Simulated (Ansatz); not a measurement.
# C₂F₂: geometry and frequencies at several levels

The task, for C₂F₂: geometry and frequencies at several levels.

Computed with Ansatz 0.2.0 (the levels named in each step, unless a step's input says otherwise).

### 1 The starting structure

Bond lengths: F1–C2 1.284 Å, C2–C3 1.192 Å, C3–F4 1.284 Å. Angles: F1–C2–C3 180.0°, C2–C3–F4 180.0°.

Coordinates:

```xyz
4

F     0.0000    0.0000   -1.8798
C     0.0000    0.0000   -0.5959
C     0.0000    0.0000    0.5959
F     0.0000    0.0000    1.8798
```

### 2 A rough first relaxation, PBE-D4/def2-SVP

This run stands in another session on the same molecule. It ended at:

```xyz
4

F     0.0000    0.0000   -1.8953
C     0.0000    0.0000   -0.6051
C     0.0000    0.0000    0.6051
F     0.0000    0.0000    1.8953
```

### 3 Relaxation, HF/STO-3G

input.yaml reads:

```yaml
crystal:
  periodic: [false, false, false]
  atoms:
    - { symbol: F, position_ang: [0.0, 0.0, -1.89530492] }
    - { symbol: C, position_ang: [0.0, 0.0, -0.60508607] }
    - { symbol: C, position_ang: [0.0, 0.0, 0.60509323] }
    - { symbol: F, position_ang: [0.0, 0.0, 1.89530776] }
basis:
  gaussian: { orbitals: STO-3G }
hamiltonian:
  xc: hf
relax:
  f_tol: 0.002
  max_steps: 150
```

On the command line:

```sh
ansatz run input.yaml --threads 2 --pin off --max-ram 5120MiB --backend cpu --events-out ev --progress --plain --runs-dir out
```

Standard output, cut to the lines that bear on the results:

```text
Warning: RAYON_NUM_THREADS=2 ignored (pool sized by the plan → 2); use --threads N
[...]
Functional definition: HF
[...]
296 factors; integrals over basis functions are off by at most 1.9e-5 eV
[...]
mean field -7367.31269352 eV, -270.7437477430 hartree, gradient 3.4e-5 eV, S^2 0.000000; 0 other end points of the search recorded, 0 dependent functions left out
[...]
reference -7367.31269352 eV, -270.7437477430 hartree; 15, 15 occupied and 5, 5 virtual orbitals, 296 factors
relax step   1: F+E_penalty+E_count = -7367.31269352 eV  Δ(F+E_penalty+E_count) = +0.000e0 eV  max|allowed force component| = 8.735e0 eV/Å  Δτ_max = 0.0000 Å  (22 SCF iters, accepted)
[...]
relax step   4: F+E_penalty+E_count = -7367.53098422 eV  Δ(F+E_penalty+E_count) = -1.197e-4 eV  max|allowed force component| = 1.288e-2 eV/Å  Δτ_max = 0.0010 Å  (24 SCF iters, accepted)
[...]
relax step   5: F+E_penalty+E_count = -7367.53098546 eV  Δ(F+E_penalty+E_count) = -1.242e-6 eV  max|allowed force component| = 3.987e-5 eV/Å  Δτ_max = 0.0001 Å  (25 SCF iters, accepted)
296 factors; integrals over basis functions are off by at most 2.0e-5 eV
mean field -7367.53098546 eV, -270.7517698237 hartree, gradient 1.8e-5 eV, S^2 0.000000; 1 other end points of the search recorded, 0 dependent functions left out
[...]
reference -7367.53098546 eV, -270.7517698237 hartree; 15, 15 occupied and 5, 5 virtual orbitals, 296 factors
Total energy: -7367.53098546 eV, -270.7517698237 hartree
Atom 0 at     0.000000    -0.000000    -1.906912 Å, force    -0.000000    -0.000000    -0.000026 eV/Å
Atom 1 at    -0.000000     0.000000    -0.583577 Å, force     0.000000     0.000000    -0.000040 eV/Å
Atom 2 at    -0.000000     0.000000     0.583584 Å, force     0.000000     0.000000     0.000040 eV/Å
Atom 3 at     0.000000    -0.000000     1.906914 Å, force    -0.000000    -0.000000     0.000026 eV/Å
Dipole moment:    -0.000000     0.000000     0.000000 e Å
```

Wall time 0.73 s (2 threads of Arm Neoverse V1, shared host); peak memory 0.074 GiB.

Step by step:

```
step  energy from step 1 (eV)  largest force component (eV/Å)
   1                   0.0000                          8.7350
   2                  -0.1868                          3.0170
   3                  -0.2182                          0.1458
   4                  -0.2183                          0.0129
   5                  -0.2183                          0.0000
```

Step 1 is the start.

Before: Bond lengths: F1–C2 1.290 Å, C2–C3 1.210 Å, C3–F4 1.290 Å. Angles: F1–C2–C3 180.0°, C2–C3–F4 180.0°.

After: Bond lengths: F1–C2 1.323 Å, C2–C3 1.167 Å, C3–F4 1.323 Å. Angles: F1–C2–C3 180.0°, C2–C3–F4 180.0°.

### 4 Frequencies, HF/STO-3G

input.yaml reads:

```yaml
crystal:
  periodic: [false, false, false]
  atoms:
    - { symbol: F, position_ang: [0.0, 0.0, -1.90691184] }
    - { symbol: C, position_ang: [0.0, 0.0, -0.58357713] }
    - { symbol: C, position_ang: [0.0, 0.0, 0.58358448] }
    - { symbol: F, position_ang: [0.0, 0.0, 1.90691449] }
basis:
  gaussian: { orbitals: STO-3G }
hamiltonian:
  xc: hf
phonons: {}
```

On the command line:

```sh
ansatz run input.yaml --threads 2 --pin off --max-ram 5120MiB --backend cpu --events-out ev --progress --plain --runs-dir out
```

Standard output, cut to the lines that bear on the results:

```text
Warning: RAYON_NUM_THREADS=2 ignored (pool sized by the plan → 2); use --threads N
[...]
[... 1 set-up line as earlier in the session ...]
[...]
296 factors; integrals over basis functions are off by at most 2.0e-5 eV
[...]
mean field -7367.53098444 eV, -270.7517697864 hartree, gradient 3.6e-5 eV, S^2 0.000000; 0 other end points of the search recorded, 0 dependent functions left out
[...]
reference -7367.53098444 eV, -270.7517697864 hartree; 15, 15 occupied and 5, 5 virtual orbitals, 296 factors
[...]
296 factors; integrals over basis functions are off by at most 2.0e-5 eV
[...]
mean field -7367.53097912 eV, -270.7517695908 hartree, gradient 1.3e-6 eV, S^2 0.000000; 0 other end points of the search recorded, 0 dependent functions left out
[...]
reference -7367.53097912 eV, -270.7517695908 hartree; 15, 15 occupied and 5, 5 virtual orbitals, 296 factors
[...]
296 factors; integrals over basis functions are off by at most 2.0e-5 eV
[...]
reference -7367.53026902 eV, -270.7517434950 hartree; 15, 15 occupied and 5, 5 virtual orbitals, 296 factors
[...]
296 factors; integrals over basis functions are off by at most 2.0e-5 eV
mean field -7367.53027279 eV, -270.7517436336 hartree, gradient 1.3e-6 eV, S^2 0.000000; 0 other end points of the search recorded, 0 dependent functions left out
[...]
reference -7367.53027279 eV, -270.7517436336 hartree; 15, 15 occupied and 5, 5 virtual orbitals, 296 factors
Total energy: -7367.53098444 eV, -270.7517697864 hartree
Atom 0 at     0.000000     0.000000    -1.906912 Å, force     0.000000    -0.000000    -0.000032 eV/Å
Atom 1 at     0.000000     0.000000    -0.583577 Å, force    -0.000000     0.000000    -0.000034 eV/Å
Atom 2 at     0.000000     0.000000     0.583584 Å, force     0.000000     0.000000     0.000034 eV/Å
Atom 3 at     0.000000     0.000000     1.906914 Å, force     0.000000    -0.000000     0.000032 eV/Å
Dipole moment:     0.000000    -0.000000    -0.000000 e Å
Vibrations: 313.55 313.55 437.35 437.35 859.54 1504.45 3020.91 cm⁻¹, zero-point energy 0.426920 eV
```

Run time: 1.2 s. Hardware: 2 threads of Arm Neoverse V1, shared host; peak memory 0.066 GiB.

Harmonic frequencies (cm⁻¹; negative: imaginary): 314, 314, 437, 437, 860, 1504, 3021.

### 5 Relaxation, HF/6-31G*

input.yaml reads:

```yaml
crystal:
  periodic: [false, false, false]
  atoms:
    - { symbol: F, position_ang: [0.0, 0.0, -1.89530492] }
    - { symbol: C, position_ang: [0.0, 0.0, -0.60508607] }
    - { symbol: C, position_ang: [0.0, 0.0, 0.60509323] }
    - { symbol: F, position_ang: [0.0, 0.0, 1.89530776] }
basis:
  gaussian: { orbitals: "6-31G*" }
hamiltonian:
  xc: hf
relax:
  f_tol: 0.002
  max_steps: 150
```

On the command line:

```sh
ansatz run input.yaml --threads 2 --pin off --max-ram 5120MiB --backend cpu --events-out ev --progress --plain --runs-dir out
```

Standard output, cut to the lines that bear on the results:

```text
Warning: RAYON_NUM_THREADS=2 ignored (pool sized by the plan → 2); use --threads N
[...]
[... 1 set-up line as earlier in the session ...]
[...]
590 factors; integrals over basis functions are off by at most 1.7e-4 eV
[...]
mean field -7468.26985655 eV, -274.4538550530 hartree, gradient 9.6e-6 eV, S^2 0.000000; 0 other end points of the search recorded, 0 dependent functions left out
[...]
reference -7468.26985655 eV, -274.4538550530 hartree; 15, 15 occupied and 45, 45 virtual orbitals, 590 factors
relax step   1: F+E_penalty+E_count = -7468.26985655 eV  Δ(F+E_penalty+E_count) = +0.000e0 eV  max|allowed force component| = 4.548e0 eV/Å  Δτ_max = 0.0000 Å  (31 SCF iters, accepted)
[...]
relax step   3: F+E_penalty+E_count = -7468.41153061 eV  Δ(F+E_penalty+E_count) = -6.941e-3 eV  max|allowed force component| = 5.199e-2 eV/Å  Δτ_max = 0.0048 Å  (24 SCF iters, accepted)
[...]
relax step   4: F+E_penalty+E_count = -7468.41158000 eV  Δ(F+E_penalty+E_count) = -4.939e-5 eV  max|allowed force component| = 1.764e-3 eV/Å  Δτ_max = 0.0009 Å  (19 SCF iters, accepted)
590 factors; integrals over basis functions are off by at most 1.3e-4 eV
[...]
mean field -7468.41158000 eV, -274.4590632939 hartree, gradient 2.5e-5 eV, S^2 0.000000; 1 other end points of the search recorded, 0 dependent functions left out
[...]
reference -7468.41158000 eV, -274.4590632939 hartree; 15, 15 occupied and 45, 45 virtual orbitals, 590 factors
Total energy: -7468.41158000 eV, -274.4590632939 hartree
Atom 0 at    -0.000000     0.000000    -1.858300 Å, force    -0.000000     0.000000     0.001764 eV/Å
Atom 1 at     0.000000    -0.000000    -0.583054 Å, force     0.000000    -0.000000     0.000208 eV/Å
Atom 2 at    -0.000000    -0.000000     0.583061 Å, force     0.000000     0.000000    -0.000208 eV/Å
Atom 3 at    -0.000000     0.000000     1.858302 Å, force    -0.000000    -0.000000    -0.001764 eV/Å
Dipole moment:    -0.000000    -0.000000     0.000000 e Å
```

Wall time 1.4 s (2 threads of Arm Neoverse V1, shared host); peak memory 0.094 GiB.

Step by step:

| step | energy from step 1 (eV) | largest force component (eV/Å) |
| --- | --- | --- |
| 1 | 0.0000 | 4.5480 |
| 2 | -0.1347 | 1.5550 |
| 3 | -0.1417 | 0.0520 |
| 4 | -0.1417 | 0.0018 |

Step 1 is the start.

Before: Bond lengths: F1–C2 1.290 Å, C2–C3 1.210 Å, C3–F4 1.290 Å. Angles: F1–C2–C3 180.0°, C2–C3–F4 180.0°.

After: Bond lengths: F1–C2 1.275 Å, C2–C3 1.166 Å, C3–F4 1.275 Å. Angles: F1–C2–C3 180.0°, C2–C3–F4 180.0°.

### 6 Frequencies, HF/6-31G*

input.yaml reads:

```yaml
crystal:
  periodic: [false, false, false]
  atoms:
    - { symbol: F, position_ang: [0.0, 0.0, -1.85829954] }
    - { symbol: C, position_ang: [0.0, 0.0, -0.58305399] }
    - { symbol: C, position_ang: [0.0, 0.0, 0.58306106] }
    - { symbol: F, position_ang: [0.0, 0.0, 1.85830246] }
basis:
  gaussian: { orbitals: "6-31G*" }
hamiltonian:
  xc: hf
phonons: {}
```

On the command line:

```sh
ansatz run input.yaml --threads 2 --pin off --max-ram 5120MiB --backend cpu --events-out ev --progress --plain --runs-dir out
```

Standard output, cut to the lines that bear on the results:

```text
Warning: RAYON_NUM_THREADS=2 ignored (pool sized by the plan → 2); use --threads N
[...]
[... 1 set-up line as earlier in the session ...]
[...]
590 factors; integrals over basis functions are off by at most 1.3e-4 eV
[...]
mean field -7468.41158006 eV, -274.4590632961 hartree, gradient 9.1e-6 eV, S^2 0.000000; 0 other end points of the search recorded, 0 dependent functions left out
[...]
reference -7468.41158006 eV, -274.4590632961 hartree; 15, 15 occupied and 45, 45 virtual orbitals, 590 factors
[...]
590 factors; integrals over basis functions are off by at most 1.3e-4 eV
[...]
mean field -7468.41157424 eV, -274.4590630820 hartree, gradient 1.2e-6 eV, S^2 0.000000; 0 other end points of the search recorded, 0 dependent functions left out
[...]
reference -7468.41157424 eV, -274.4590630820 hartree; 15, 15 occupied and 45, 45 virtual orbitals, 590 factors
[...]
590 factors; integrals over basis functions are off by at most 1.3e-4 eV
[...]
reference -7468.41095762 eV, -274.4590404219 hartree; 15, 15 occupied and 45, 45 virtual orbitals, 590 factors
[...]
590 factors; integrals over basis functions are off by at most 1.3e-4 eV
mean field -7468.41095927 eV, -274.4590404823 hartree, gradient 1.1e-6 eV, S^2 0.000000; 0 other end points of the search recorded, 0 dependent functions left out
[...]
reference -7468.41095927 eV, -274.4590404823 hartree; 15, 15 occupied and 45, 45 virtual orbitals, 590 factors
Total energy: -7468.41158006 eV, -274.4590632961 hartree
Atom 0 at     0.000000     0.000000    -1.858300 Å, force    -0.000000     0.000000     0.001767 eV/Å
Atom 1 at     0.000000     0.000000    -0.583054 Å, force     0.000000    -0.000000     0.000203 eV/Å
Atom 2 at     0.000000     0.000000     0.583061 Å, force     0.000000     0.000000    -0.000203 eV/Å
Atom 3 at     0.000000     0.000000     1.858302 Å, force    -0.000000    -0.000000    -0.001767 eV/Å
Dipole moment:    -0.000000    -0.000000    -0.000000 e Å
Vibrations: 326.00 326.00 456.19 456.19 863.79 1479.08 2800.74 cm⁻¹, zero-point energy 0.415843 eV
```

Wall time 3 s (2 threads of Arm Neoverse V1, shared host); peak memory 0.091 GiB.

Harmonic frequencies (cm⁻¹; negative: imaginary): 326, 326, 456, 456, 864, 1479, 2801.

### 7 Relaxation, LDA/def2-SVP

input.yaml reads:

```yaml
crystal:
  periodic: [false, false, false]
  atoms:
    - { symbol: F, position_ang: [0.0, 0.0, -1.89530492] }
    - { symbol: C, position_ang: [0.0, 0.0, -0.60508607] }
    - { symbol: C, position_ang: [0.0, 0.0, 0.60509323] }
    - { symbol: F, position_ang: [0.0, 0.0, 1.89530776] }
basis:
  gaussian: { orbitals: def2-SVP }
hamiltonian:
  xc: lda
relax:
  f_tol: 0.002
  max_steps: 150
```

On the command line:

```sh
ansatz run input.yaml --threads 2 --pin off --max-ram 5120MiB --backend cpu --events-out ev --progress --plain --runs-dir out
```

Standard output, cut to the lines that bear on the results:

```text
Warning: RAYON_NUM_THREADS=2 ignored (pool sized by the plan → 2); use --threads N
[...]
Functional definition: SPW92
[...]
612 factors; their error is unknown
[...]
mean field -7444.68322783 eV, -273.5870624353 hartree, gradient 3.2e-5 eV, S^2 0.000000; 0 other end points of the search recorded, 0 dependent functions left out
[...]
reference -7444.68324087 eV, -273.5870629146 hartree; 15, 15 occupied and 41, 41 virtual orbitals, 612 factors
relax step   1: F+E_penalty+E_count = -7444.68322783 eV  Δ(F+E_penalty+E_count) = +0.000e0 eV  max|allowed force component| = 9.323e-1 eV/Å  Δτ_max = 0.0000 Å  (25 SCF iters, accepted)
[...]
relax step   3: F+E_penalty+E_count = -7444.69884517 eV  Δ(F+E_penalty+E_count) = -1.537e-3 eV  max|allowed force component| = 1.753e-2 eV/Å  Δτ_max = 0.0051 Å  (27 SCF iters, accepted)
[...]
relax step   4: F+E_penalty+E_count = -7444.69884786 eV  Δ(F+E_penalty+E_count) = -2.686e-6 eV  max|allowed force component| = 2.373e-4 eV/Å  Δτ_max = 0.0002 Å  (18 SCF iters, accepted)
612 factors; their error is unknown
mean field -7444.69884786 eV, -273.5876364607 hartree, gradient 1.2e-5 eV, S^2 0.000000; 1 other end points of the search recorded, 0 dependent functions left out
[...]
reference -7444.69886089 eV, -273.5876369396 hartree; 15, 15 occupied and 41, 41 virtual orbitals, 612 factors
Total energy: -7444.69886089 eV, -273.5876369396 hartree
Atom 0 at     0.000000     0.000000    -1.878037 Å, force    -0.000000     0.000000     0.000115 eV/Å
Atom 1 at     0.000000     0.000000    -0.603949 Å, force     0.000000    -0.000000    -0.000237 eV/Å
Atom 2 at    -0.000000    -0.000000     0.603956 Å, force    -0.000000     0.000000     0.000237 eV/Å
Atom 3 at     0.000000     0.000000     1.878040 Å, force    -0.000000    -0.000000    -0.000115 eV/Å
Dipole moment:    -0.000000    -0.000000    -0.000000 e Å
```

Run time: 1.5 s. Hardware: 2 threads of Arm Neoverse V1, shared host; peak memory 0.095 GiB.

Step by step:

```
step  E - E(step 1) (eV)  largest force component (eV/Å)
   1              0.0000                          0.9323
   2             -0.0141                          0.3152
   3             -0.0156                          0.0175
   4             -0.0156                          0.0002
```

Step 1 is the start.

Before: Bond lengths: F1–C2 1.290 Å, C2–C3 1.210 Å, C3–F4 1.290 Å. Angles: F1–C2–C3 180.0°, C2–C3–F4 180.0°.

After: Bond lengths: F1–C2 1.274 Å, C2–C3 1.208 Å, C3–F4 1.274 Å. Angles: F1–C2–C3 180.0°, C2–C3–F4 180.0°.

### 8 Frequencies, LDA/def2-SVP

input.yaml reads:

```yaml
crystal:
  periodic: [false, false, false]
  atoms:
    - { symbol: F, position_ang: [0.0, 0.0, -1.87803663] }
    - { symbol: C, position_ang: [0.0, 0.0, -0.60394923] }
    - { symbol: C, position_ang: [0.0, 0.0, 0.6039563] }
    - { symbol: F, position_ang: [0.0, 0.0, 1.87803956] }
basis:
  gaussian: { orbitals: def2-SVP }
hamiltonian:
  xc: lda
phonons: {}
```

On the command line:

```sh
ansatz run input.yaml --threads 2 --pin off --max-ram 5120MiB --backend cpu --events-out ev --progress --plain --runs-dir out
```

Standard output, cut to the lines that bear on the results:

```text
Warning: RAYON_NUM_THREADS=2 ignored (pool sized by the plan → 2); use --threads N
[...]
[... 1 set-up line as earlier in the session ...]
[...]
612 factors; their error is unknown
[...]
mean field -7444.69884786 eV, -273.5876364607 hartree, gradient 2.8e-5 eV, S^2 0.000000; 0 other end points of the search recorded, 0 dependent functions left out
[...]
reference -7444.69886089 eV, -273.5876369396 hartree; 15, 15 occupied and 41, 41 virtual orbitals, 612 factors
[...]
612 factors; their error is unknown
[...]
mean field -7444.69884406 eV, -273.5876363212 hartree, gradient 7.2e-7 eV, S^2 0.000000; 0 other end points of the search recorded, 0 dependent functions left out
[...]
reference -7444.69885710 eV, -273.5876368002 hartree; 15, 15 occupied and 41, 41 virtual orbitals, 612 factors
[...]
612 factors; their error is unknown
[...]
reference -7444.69834443 eV, -273.5876179602 hartree; 15, 15 occupied and 41, 41 virtual orbitals, 612 factors
[...]
612 factors; their error is unknown
mean field -7444.69833437 eV, -273.5876175902 hartree, gradient 2.0e-6 eV, S^2 0.000000; 0 other end points of the search recorded, 0 dependent functions left out
[...]
reference -7444.69834740 eV, -273.5876180691 hartree; 15, 15 occupied and 41, 41 virtual orbitals, 612 factors
Total energy: -7444.69886089 eV, -273.5876369396 hartree
Atom 0 at     0.000000     0.000000    -1.878037 Å, force    -0.000000     0.000000     0.000114 eV/Å
Atom 1 at     0.000000     0.000000    -0.603949 Å, force     0.000000    -0.000000    -0.000236 eV/Å
Atom 2 at     0.000000     0.000000     0.603956 Å, force    -0.000000     0.000000     0.000236 eV/Å
Atom 3 at     0.000000     0.000000     1.878040 Å, force    -0.000000    -0.000000    -0.000114 eV/Å
Dipole moment:     0.000000    -0.000000    -0.000000 e Å
Vibrations: 262.42 262.42 280.73 280.73 816.81 1435.21 2530.24 cm⁻¹, zero-point energy 0.363805 eV
```

Run time: 2.9 s. Hardware: 2 threads of Arm Neoverse V1, shared host; peak memory 0.084 GiB.

Harmonic frequencies (cm⁻¹; negative: imaginary): 262, 262, 281, 281, 817, 1435, 2530.

### 9 Relaxation, PBE-D4/def2-SVP

input.yaml reads:

```yaml
crystal:
  periodic: [false, false, false]
  atoms:
    - { symbol: F, position_ang: [0.0, 0.0, -1.89530492] }
    - { symbol: C, position_ang: [0.0, 0.0, -0.60508607] }
    - { symbol: C, position_ang: [0.0, 0.0, 0.60509323] }
    - { symbol: F, position_ang: [0.0, 0.0, 1.89530776] }
basis:
  gaussian: { orbitals: def2-SVP }
hamiltonian:
  xc: pbe
  dispersion: d4
relax:
  f_tol: 0.002
  max_steps: 150
```

On the command line:

```sh
ansatz run input.yaml --threads 2 --pin off --max-ram 5120MiB --backend cpu --events-out ev --progress --plain --runs-dir out
```

Standard output, cut to the lines that bear on the results:

```text
Warning: RAYON_NUM_THREADS=2 ignored (pool sized by the plan → 2); use --threads N
[...]
Functional definition: PBE
[...]
612 factors; their error is unknown
[...]
mean field -7490.36950088 eV, -275.2660020024 hartree, gradient 2.3e-5 eV, S^2 0.000000; 0 other end points of the search recorded, 0 dependent functions left out
[...]
reference -7490.36951477 eV, -275.2660025128 hartree; 15, 15 occupied and 41, 41 virtual orbitals, 612 factors
relax step   1: F+E_penalty+E_count = -7490.41305993 eV  Δ(F+E_penalty+E_count) = +0.000e0 eV  max|allowed force component| = 3.610e-3 eV/Å  Δτ_max = 0.0000 Å  (25 SCF iters, accepted)
[...]
relax step   2: F+E_penalty+E_count = -7490.41305998 eV  Δ(F+E_penalty+E_count) = -4.930e-8 eV  max|allowed force component| = 3.790e-4 eV/Å  Δτ_max = 0.0000 Å  (18 SCF iters, accepted)
612 factors; their error is unknown
[...]
mean field -7490.36950097 eV, -275.2660020057 hartree, gradient 8.9e-6 eV, S^2 0.000000; 1 other end points of the search recorded, 0 dependent functions left out
[...]
reference -7490.36951486 eV, -275.2660025162 hartree; 15, 15 occupied and 41, 41 virtual orbitals, 612 factors
Total energy: -7490.41307387 eV, -275.2676032803 hartree
Atom 0 at     0.000000    -0.000000    -1.895304 Å, force    -0.000000    -0.000000     0.000379 eV/Å
Atom 1 at    -0.000000     0.000000    -0.605098 Å, force     0.000000     0.000000    -0.000288 eV/Å
Atom 2 at    -0.000000     0.000000     0.605106 Å, force     0.000000     0.000000     0.000288 eV/Å
Atom 3 at     0.000000    -0.000000     1.895307 Å, force    -0.000000    -0.000000    -0.000379 eV/Å
Dipole moment:     0.000000    -0.000000    -0.000000 e Å
```

Run time: 1.4 s. Hardware: 2 threads of Arm Neoverse V1, shared host; peak memory 0.097 GiB.

The steps of the relaxation:

| step | E - E(step 1) (eV) | largest force component (eV/Å) |
| --- | --- | --- |
| 1 | 0.0000 | 0.0036 |
| 2 | 0.0000 | 0.0004 |

Step 1 is the start.

Before: Bond lengths: F1–C2 1.290 Å, C2–C3 1.210 Å, C3–F4 1.290 Å. Angles: F1–C2–C3 180.0°, C2–C3–F4 180.0°.

After: Bond lengths: F1–C2 1.290 Å, C2–C3 1.210 Å, C3–F4 1.290 Å. Angles: F1–C2–C3 180.0°, C2–C3–F4 180.0°.

(Part 1 of 2 ends here.)
